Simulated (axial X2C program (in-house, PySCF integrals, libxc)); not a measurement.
# CBO: bond lengths and stretches, held linear

An exercise on one series of results from a longer session: the logs are not shown, and one member is left open.

The runs use an in-house X2C program for linear molecules on PySCF integrals; all-electron X2C, two-component (2c) or spin-free, C dyall-v3z, B dyall-v3z, O dyall-av3z.

All values are calculated.

2 further runs of the same task are left out: 2 set aside as unsound or not needed.

The first run:

task.json

```json
{"zs": [6, 5, 8], "q": 0, "bas": ["dyall-v3z", "dyall-v3z", "dyall-av3z"], "r0": [1.45, 1.35], "symm": 0, "scan": ["PBE0", "HF", "r2SCAN"], "levels": ["PBE0", "HF", "TPSSh"], "nst": 2}
```

Keys: zs atomic numbers; q charge; bas basis sets; r0 starting distance in Å; symm equal bonds; scan levels of the two-bond scan (MP2 follows by itself at each HF point); levels methods; nst determinants followed.

Launch:

```bash
> python solin.py task.json out
```

Masses C 12.000, B 11.009, O 15.995 u.

Steps of the session up to this table: Scan at PBE0, 2c; Scan at HF, 2c; Scan at r2SCAN, 2c.

One of the session's tables, all rows but one given; the rest of the session is left out.

```
            level  r(C–B) (Å)  r(B–O) (Å)  lower stretch (cm⁻¹)  upper stretch (cm⁻¹)
         PBE0, 2c       1.468       1.211                 963.1                1969.0
           HF, 2c       1.485       1.187                 986.6                2122.5
       r2SCAN, 2c           ?           ?                     ?                     ?
          MP2, 2c       1.486       1.220                 947.0                1993.4
  PBE0, spin-free       1.467       1.211                 963.1                1968.9
    HF, spin-free       1.485       1.187                 986.6                2122.4
r2SCAN, spin-free       1.464       1.217                 961.7                1934.5
   MP2, spin-free       1.486       1.220                 947.0                1993.4
```

**Question.** Estimate the row for r2SCAN, 2c.

The run gave: r(C–B) (Å): 1.464; r(B–O) (Å): 1.217; lower stretch (cm⁻¹): 961.7; upper stretch (cm⁻¹): 1934.6.

Scans not shown above were run alike.

MP2 freezes inner shells (threshold -2 hartree). The molecule was held linear; bending was not examined, so a bent shape may lie lower. Note: several unpaired electrons, one determinant need not be a pure state.
